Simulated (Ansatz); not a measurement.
Input file:

```yaml
crystal:
  periodic: [false, false, false]
  atoms:
    - {symbol: N, position_ang: [0.000000, 0.000000, 0.000000]}
    - {symbol: O, position_ang: [0.000000, 0.000000, 3.337210]}
basis:
  gaussian: {orbitals: 6-31G}
total_charge: 1
magnetization: {spin_polarized: false, initial_magnetization: 2}
correlation: {method: fic_nevpt4_sd, electrons: valence, active_space: {window: {electrons: 4, orbitals: 6}}}
```

```sh
$ ansatz run in.yaml --threads 1 --pin off --events-out ev --progress --plain --max-ram 2393MiB
```

Problem. One thing in this input was set wrong on purpose, beside settings that are merely unusual. What is the gravest fault, and what does the program do?

Solution. Coordinates in the wrong unit (values in bohr typed as Å, so distances are 1.89 times too long). How the run ends: converged.
```
207 factors; integrals over basis functions are off by at most 4.5e-4 eV
mean field evaluation 1: about -3470.2003 eV, gradient 5.7e1 eV
mean field evaluation 2: about -3470.2107 eV, gradient 5.7e1 eV
mean field evaluation 4: about -3489.2249 eV, gradient 4.1e1 eV
mean field evaluation 8: about -3466.0965 eV, gradient 7.0e1 eV
mean field evaluation 16: about -3497.1059 eV, gradient 4.4e0 eV
mean field evaluation 32: about -3497.5053 eV, gradient 1.1e0 eV
mean field evaluation 64: about -3497.3729 eV, gradient 2.3e-6 eV
mean field evaluation 96: about -3497.3269 eV, gradient 6.8e-3 eV
mean field evaluation 128: about -3497.3784 eV, gradient 3.1e-5 eV
mean field evaluation 160: about -3497.4207 eV, gradient 3.7e-1 eV
mean field evaluation 192: about -3497.4676 eV, gradient 2.3e0 eV
mean field evaluation 224: about -3494.6719 eV, gradient 1.2e-1 eV
mean field evaluation 256: about -3497.5099 eV, gradient 1.9e-2 eV
mean field evaluation 288: about -3497.3201 eV, gradient 1.1e-1 eV
mean field evaluation 320: about -3497.3240 eV, gradient 2.1e-6 eV
mean field evaluation 352: about -3494.0820 eV, gradient 8.1e0 eV
mean field evaluation 384: about -3497.3729 eV, gradient 1.6e-3 eV
mean field evaluation 416: about -3497.3239 eV, gradient 1.4e-1 eV
mean field -3497.50989319 eV, -128.5311178774 hartree, gradient 1.8e-6 eV, S^2 2.000000; 28 other end points of the search recorded, 0 dependent functions left out
reference -3497.50989319 eV, -128.5311178774 hartree; 8, 6 occupied and 10, 12 virtual orbitals, 207 factors
state -3500.83351265 eV, -128.6532586396 hartree
state -3500.83351265 eV, -128.6532586396 hartree; corrected -3503.46022067 eV, -128.7497883791 hartree
state -3498.67897869 eV, -128.5740809771 hartree
state -3498.67897869 eV, -128.5740809771 hartree; corrected -3500.82031192 eV, -128.6527735219 hartree
state -3500.83351265 eV, -128.6532586396 hartree; corrected -3503.46022067 eV, -128.7497883791 hartree
state -3498.40092969 eV, -128.5638628649 hartree
state -3498.40092969 eV, -128.5638628649 hartree; corrected -3500.79821913 eV, -128.6519616268 hartree
state -3500.83351265 eV, -128.6532586396 hartree; corrected -3503.46022067 eV, -128.7497883791 hartree
the orbitals are reached from a further start. From the first start the search ends at -3498.67750046 eV, -128.5740266532 hartree
Total energy: -3503.46022067 eV, -128.7497883791 hartree
```
